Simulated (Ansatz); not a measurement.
# H2Al–CH3, triplet: the ladder up to UCCSDT(Q)

Geometry: a PBE0/def2-TZVP stationary point for this spin, not checked as a minimum.

```json
{"atom": "Al", "x (Å)": "-0.0756", "y (Å)": "0.0440", "z (Å)": "0.7806"}
{"atom": "C", "x (Å)": "0.0338", "y (Å)": "-0.0741", "z (Å)": "-1.4575"}
{"atom": "H", "x (Å)": "0.7854", "y (Å)": "1.3182", "z (Å)": "0.1705"}
{"atom": "H", "x (Å)": "0.7928", "y (Å)": "-1.1841", "z (Å)": "1.3321"}
{"atom": "H", "x (Å)": "-0.4616", "y (Å)": "-1.0447", "z (Å)": "-1.3779"}
{"atom": "H", "x (Å)": "-0.5650", "y (Å)": "0.7250", "z (Å)": "-1.8764"}
{"atom": "H", "x (Å)": "1.0678", "y (Å)": "-0.1093", "z (Å)": "-1.7772"}
```

Basis cc-pVDZ; Ansatz 0.2.0. Only valence electrons are correlated (noble-gas cores frozen), which leaves 12 electrons in 51 orbitals. Prefix R: restricted or restricted open-shell reference; prefix U: unrestricted.

Full CI isn't at hand for all of this; UCCSDT(Q) serves as the reference, and is uncertain by about the last step of the cluster series. The frozen core follows each run's orbitals, which can shift R against U totals by a few meV.

For open shells CISD is restricted-active-space CI with the open shells as a complete middle space.

The UHF ⟨S²⟩ is 2.018, the T1 diagnostic (RCCSD) is 0.0325 and the largest doubles amplitude (RCCSD) is 0.036. The T1 diagnostic (UCCSD) is 0.0237.

| level | E − E(RHF) (eV) |
| --- | --- |
| UHF | -0.1478 |
| RMP2 | -5.4929 |
| UMP2 | -5.5000 |
| RCCSD | -6.6366 |
| UCCSD | -6.6400 |
| RCCSD(T) | -6.7957 |
| UCCSD(T) | -6.7955 |

Question: Estimate how far UCCSDT(Q) in cc-pVDZ lies from RCCSD(T). The table doesn't fix it; the size of (T) and the diagnostics are the guide.

Answer: UCCSDT(Q) in cc-pVDZ lies 0.92 kcal/mol below RCCSD(T), which is 25 % of the (T) step (-3.67 kcal/mol). T1 is raised, and the rest is a large part of (T).

The other levels:

```tsv
level	E − E(UCCSDT(Q)) (kcal/mol)	share of correlation (%)	wall time
CISD	17.06	89.17	6 s
BCCD(T)	0.88	99.44	3 s
RCCSDT	0.17	99.89	–
UCCSDT	0.16	99.90	–
RCCSDT(Q)	0.02	99.99	2.7 min
```

The correlation energy at UCCSDT(Q), counted from RHF, is -6.836 eV. That run took 2.4 min on 1 thread of AMD EPYC 7B13, shared host.

Times hold each run's SCF and search for its determinant on a shared host, so for small cases they say little of a method's own cost; they ran on 1 thread of AMD EPYC 7B13. Some runs computed forces too.

Atomization energy (electronic, same basis, no zero-point term; atoms at the same level, unrestricted beside the R rows where the molecule is a closed shell, with restricted open-shell steps beyond CCSDT(Q)) at UCCSDT(Q): 1691.0 kJ/mol. Errors of other levels:

```json
{"level": "RHF", "error (kJ/mol)": "-318.8"}
{"level": "UHF", "error (kJ/mol)": "-324.2"}
{"level": "RMP2", "error (kJ/mol)": "-23.4"}
{"level": "UMP2", "error (kJ/mol)": "-24.0"}
{"level": "CISD", "error (kJ/mol)": "-63.4"}
{"level": "RCCSD", "error (kJ/mol)": "-12.5"}
{"level": "UCCSD", "error (kJ/mol)": "-12.8"}
{"level": "RCCSD(T)", "error (kJ/mol)": "-1.9"}
{"level": "UCCSD(T)", "error (kJ/mol)": "-2.1"}
{"level": "BCCD(T)", "error (kJ/mol)": "-1.7"}
{"level": "RCCSDT", "error (kJ/mol)": "-0.6"}
{"level": "UCCSDT", "error (kJ/mol)": "-0.6"}
{"level": "RCCSDT(Q)", "error (kJ/mol)": "0.0"}
```

This basis is far from its limit, so the value isn't to be set against a measured one. Truncated CI isn't size-consistent, which counts against it in atomization.
